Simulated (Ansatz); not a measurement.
Cost and result for the atomization energy of `F[SiH][SiH3]` radical (7 atoms, 6 bonds).

Total charge 0; spin multiplicity 2. The structure was optimised at the PBE0-D4/def2-TZVP level. Program: Ansatz. Hardware: A = 2 threads of a server CPU on a shared host; B = 2 threads of an AMD EPYC 7R13 on a shared host and a share of an NVIDIA H100 80 GB. Times are those of one run each, without the atoms' runs, and a repeat can differ threefold. Electronic energies, without spin–orbit coupling; frozen cores. CCSD(T)/CBS extrapolates def2-TZVPP and def2-QZVPP, and its time is that of the two runs behind it. T1 = 0.015; ⟨S²⟩ of the reference is 0.76. HSE06 is the plane-wave form, built on full-range PBE exchange.

CCSD(T)/CBS is a level of theory with its own doubt, some kJ/mol a heavy atom from the limit and from the frozen cores, so smaller differences don't rank the functionals.

```
                                 level  functions  wall time  atomization (kJ/mol)  difference from CCSD(T)/CBS  per bond
              revPBE-D4/def2-TZVPP [A]        171      3.1 s                2029.0                        -49.7      -8.3
                BLYP-D4/def2-TZVPP [A]        171      3.2 s                2058.0                        -20.7      -3.5
                  CCSD(T)/def2-SVP [A]         70      3.5 s                1902.3                       -176.4     -29.4
               HSE06-D4/def2-TZVPP [A]        171      4.3 s                2044.8                        -33.9      -5.6
           CAM-B3LYP-D4/def2-TZVPP [A]        171      4.4 s                2082.5                          3.8       0.6
                PBE0-D4/def2-TZVPP [A]        171      4.7 s                2044.1                        -34.6      -5.8
               PBE-QIDH/def2-TZVPP [A]        171      5.5 s                2039.7                        -39.0      -6.5
r2SCAN-D4/def2-TZVPP (with forces) [A]        171      6.5 s                2083.1                          4.4       0.7
             r2SCANh-D4/def2-TZVPP [A]        171      6.5 s                2071.6                         -7.1      -1.2
                CCSD(T)/def2-TZVPP [B]        171       12 s                2016.4                        -62.3     -10.4
  ωB97M-V/def2-TZVPP (with forces) [A]        171       13 s                2065.6                        -13.1      -2.2
                CCSD(T)/def2-QZVPP [B]        317       18 s                2054.6                        -24.1      -4.0
                     CCSD(T)/CBS(def2)          –       30 s                2078.7                          0.0       0.0
```

In def2-TZVPP, CCSD(T) changes the Hartree–Fock value by +434.8 kJ/mol (the triples alone add +19.5 kJ/mol) and MP2 by +439.7 kJ/mol; breaking electron pairs costs correlation energy, which Hartree–Fock lacks. The D4 term adds +20.3 kJ/mol with B3LYP and +10.5 kJ/mol with PBE0; it sums over pairs of atoms, weighted by their polarisabilities, and B3LYP, whose exchange is more repulsive, gets the larger term. From PBE to PBE0 (25 % exact exchange), in def2-TZVPP and without D4, the atomization energy moves by −17.7 kJ/mol: exact exchange takes away binding that semilocal exchange gives to molecules.

B3LYP here is the variant with VWN-RPA as its local correlation; programs differ in this.
